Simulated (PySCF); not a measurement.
Gas-phase reaction: 6 SiF3 + O3 → 3 SiOF2 + 3 SiF4

Energies from PySCF (xtb for GFN2), thermal terms from the rigid-rotor harmonic-oscillator model, ideal gas at 1 bar. † marks an energy on the PBE0/def2-TZVP geometry and frequencies; other levels use their own. MP2 freezes the core. 6-31G* has spherical d functions here. Open shells (unrestricted): SiF3 (multiplicity 2); the rest are closed-shell singlets. GFN2 has no spin-polarisation term. B3LYP is the form with VWN-RPA correlation. SiOF2: computed as isolated molecules; such fragments, hydroxides, amides, oligomers or adducts are transient or little studied in the gas. MP2 isn't extrapolated to the basis-set limit. Strong static correlation: O3.

```tsv
level	ΔH°(298 K), kJ
B3LYP/6-31G*	…
B3LYP/def2-TZVP†	…
GFN2-xTB	-2225
HF/6-31G*	-1574
M06-2X/def2-TZVP†	-1689
MP2/def2-SVP†	-1607
MP2/def2-TZVPP†	…
PBE/def2-TZVP†	…
PBE0/def2-QZVP†	-1578
LDA/def2-TZVP†	-1612
ωB97M-V/def2-TZVP†	-1733
```

Task: Complete the blanks.

Result: 
- B3LYP/6-31G*, ΔH°(298 K), kJ: -1571
- B3LYP/def2-TZVP†, ΔH°(298 K), kJ: -1612
- MP2/def2-TZVPP†, ΔH°(298 K), kJ: -1708
- PBE/def2-TZVP†, ΔH°(298 K), kJ: -1494
